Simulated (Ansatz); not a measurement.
## Property card for BaAs2Rh2

Computed with DFT PBEsol, scalar-relativistic, plane waves, PAW in Ansatz.

Settings: cutoff 420 eV, Γ-centred mesh 12×12×12 on the computed 5-atom cell, Gaussian smearing of 0.10 eV; no spin polarisation.

The structure is relaxed at this level of theory with its symmetry kept. Whether it is the stable form of this composition wasn't checked.

```yaml
crystal:
  lattice:
    - [-2.00864, 2.00864, 6.39536]
    - [2.00864, -2.00864, 6.39536]
    - [2.00864, 2.00864, -6.39536]
  atoms:
    - { symbol: Ba, position: [0.00000, 0.00000, 0.00000] }
    - { symbol: As, position: [0.35767, 0.35767, 0.00000] }
    - { symbol: As, position: [0.64233, 0.64233, 0.00000] }
    - { symbol: Rh, position: [0.75000, 0.25000, 0.50000] }
    - { symbol: Rh, position: [0.25000, 0.75000, 0.50000] }
```

```
Space group                                                       : I4/mmm (No. 139)
Volume per atom                                                   : 20.64 Å³
Formation energy from the elements' standard states (uncorrected) : -0.846 eV/atom
Kohn–Sham band gap                                                : none (metal)
Density of states at the Fermi level                              : 3.18 states/eV per cell
Löwdin character within 0.5 eV of the Fermi level                 : Rh 4d 45 %, As 4p 31 %, unprojected 16 %
Bulk modulus                                                      : 83 GPa
Its pressure derivative                                           : 4.9
Bader charges (e)                                                 : Ba (1 in the cell) 1.19, As (2 in the cell) -0.31, Rh (2 in the cell) -0.29
```

Spin-orbit coupling is left out, which matters for the bands of heavy elements.